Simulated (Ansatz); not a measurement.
CsCl-type TlBr was calculated with LDA (PAW; Ansatz, a program for electronic structure).

Settings: plane-wave cutoff 520 eV, 8×8×8 k mesh, Fermi–Dirac smearing 0.01 eV, scalar-relativistic PAW data made under PBE.

The cell has the measured lattice: a = b = c = 3.980 Å, α = β = γ = 90.00°.

Problem. Predict the band gap and Γ–Γ gap.

Solution. 
- band gap = 1.67 eV
- Γ–Γ gap = 8.16 eV

Measured, for comparison: band gap 2.68 eV (temperature not stated, not corrected to a static lattice, detector crystals, literature values; as tabulated in Piasecki et al. (2022), doi:10.1039/d1ma01259b).

Note: cell and atoms aren't relaxed at this level (pressure -2.7 GPa).

Spin–orbit coupling is not included; with these elements it can move the gap by several tenths of an eV or more.
